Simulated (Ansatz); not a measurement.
**Worked example: correlation energy of H2I⁺, singlet**

Geometry: a point of a breathe scan, not a stationary point.

```xyz
3

I     0.0000   -0.0196    0.0000
H     0.0000    1.2367   -1.2776
H     0.0000    1.2367    1.2775
```

Basis def2-SVP with its core potentials; Ansatz 0.2.0. Only valence electrons are correlated (noble-gas cores and the filled d shells of p-block atoms frozen), which leaves 8 electrons in 27 orbitals. Prefix R: restricted or restricted open-shell reference. No spin–orbit coupling is included; scalar relativity enters through the core potentials alone.

Full CI isn't at hand for all of this; RCCSDTQ serves as the reference, and is uncertain by about the last step of the cluster series.

Runs differ by some tens of microhartree through their thresholds, so steps under 0.03 kcal/mol mean nothing.

```json
{"level": "RHF", "total energy (hartree)": "-297.447332"}
{"level": "RMP2", "total energy (hartree)": "-297.564081"}
{"level": "RCCSD", "total energy (hartree)": "-297.586443"}
{"level": "RCCSD(T)", "total energy (hartree)": "-297.589552"}
{"level": "RCCSDT", "total energy (hartree)": "-297.589990"}
{"level": "RCCSDT(Q)", "total energy (hartree)": "-297.590200"}
{"level": "RCCSDTQ", "total energy (hartree)": "-297.590220"}
```

Q: What is the correlation energy at RCCSDTQ, and what share of it do RMP2 and RCCSD(T) recover?

A: E(corr) = -297.590220 − (-297.447332) = -0.142888 hartree = -3.888 eV. RMP2: -0.116749 / -0.142888 = 81.71 %. RCCSD(T): -0.142220 / -0.142888 = 99.53 %.

Q: By how many kcal/mol does RCCSD(T) miss RCCSDTQ (1 hartree = 627.509 kcal/mol), and which steps make up the rest?

A: -297.589552 − (-297.590220) = 0.000668 hartree = 0.42 kcal/mol. Steps: RCCSDT − RCCSD(T) = -0.27, RCCSDT(Q) − RCCSDT = -0.13, RCCSDTQ − RCCSDT(Q) = -0.01 kcal/mol. That is within 1 kcal/mol of the reference in this basis, which itself misses far more of the correlation at the basis-set limit.
